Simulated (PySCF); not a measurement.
Part of a log for `C[NH][AlH3-]`: ground state, then the species with a core hole.

Computed with delta-SCF UKS SCAN, pcX-2 on the ionised atom, pcseg-1 elsewhere, spin-free X2C in PySCF. Atoms in this output count from 0. The cycles run on a coarse integration grid; for E(ground) and E(ion) the exchange–correlation energy is redone on a finer one, so they differ from the last cycle, and only they enter the binding energy.

Coordinates (Å, PBE0-D3(BJ)/def2-SVP):
```
C     -1.565429    -0.197632     0.123225
N     -0.315790     0.479970     0.113243
Al     1.408636    -0.228314     0.008446
H     -1.407431    -1.286755     0.016236
H     -2.264846     0.078138    -0.706814
H     -2.169122    -0.081091     1.059846
H     -0.416735     1.485349     0.200997
H      1.595295    -1.173497    -1.337963
H      1.804468    -1.164410     1.317595
H      2.400928     1.090684    -0.056651
```

```
ground state, core basis on atom 2 (Al), 123 functions
  cycle   1  E = -339.97117185  |g| = 2.43e-01
  cycle   2  E = -339.97109024  |g| = 5.46e-02
  cycle   3  E = -339.97073493  |g| = 6.02e-02
  cycle   4  E = -339.97147875  |g| = 1.40e-02
  cycle   5  E = -339.97151574  |g| = 1.05e-03
  cycle   6  E = -339.97151657  |g| = 2.47e-04
  E(ground) = -339.97121661 Eh
hole in Al 1s of atom 2
  cycle   1  E = -281.63204929  |g| = 3.97e+00
  cycle   2  E = -282.04197113  |g| = 1.89e+00
  cycle   3  E = -282.53995489  |g| = 4.28e-01
  cycle   4  E = -282.61315034  |g| = 2.40e-01
  cycle   5  E = -282.63989860  |g| = 8.92e-02
  cycle   6  E = -282.64395900  |g| = 1.83e-02
  cycle   7  E = -282.64409680  |g| = 6.60e-03
  cycle   8  E = -282.64411723  |g| = 2.40e-03
  cycle   9  E = -282.64412016  |g| = 4.01e-04
  E(ion) = -282.64717319 Eh   <S^2> = 0.7520   hole on atom = 1.000
```

**Question.** What is the Al 1s binding energy of atom 2?

**Answer.** (-282.647173 − (-339.971217)) Eh × 27.2114 eV/Eh = 1559.87 eV, for the aluminium bonded to N and 3 H.

```
ground state, core basis on atom 1 (N), 112 functions
  cycle   1  E = -339.91633844  |g| = 7.52e-02
  cycle   2  E = -339.91619630  |g| = 3.62e-02
  cycle   3  E = -339.91614023  |g| = 3.98e-02
  cycle   4  E = -339.91645812  |g| = 3.79e-03
  cycle   5  E = -339.91646232  |g| = 5.47e-04
  cycle   6  E = -339.91646218  |g| = 5.59e-05
  E(ground) = -339.94942755 Eh
hole in N 1s of atom 1
  cycle   1  E = -324.56170494  |g| = 1.86e+00
  cycle   2  E = -323.92343124  |g| = 2.07e+00
  cycle   3  E = -325.22458704  |g| = 3.71e-01
  cycle   4  E = -325.26896436  |g| = 6.55e-02
  cycle   5  E = -325.27053711  |g| = 2.02e-02
  cycle   6  E = -325.27072842  |g| = 6.96e-03
  cycle   7  E = -325.27075447  |g| = 2.05e-03
  cycle   8  E = -325.27075725  |g| = 7.05e-04
  cycle   9  E = -325.27075702  |g| = 1.36e-04
  E(ion) = -325.30341245 Eh   <S^2> = 0.7655   hole on atom = 1.000
```

**Question.** What is the N 1s binding energy of atom 1?

**Answer.** (-325.303412 − (-339.949428)) Eh × 27.2114 eV/Eh = 398.54 eV, for the nitrogen bonded to Al, C and H.

The ground state is recomputed for each atom, because the flexible core basis sits on the ionised atom alone; energies of different blocks can't be mixed. The species carries charge -1, so core ionisation leaves a neutral species. The basis sets have no added diffuse functions. Geometry: PBE0-D3(BJ)/def2-SVP; no solvent, vibrations or thermal averaging. The geometry's basis has no diffuse functions, a weakness for an anion.
Labels such as C1 count atoms from 1, the log's own numbers from 0.
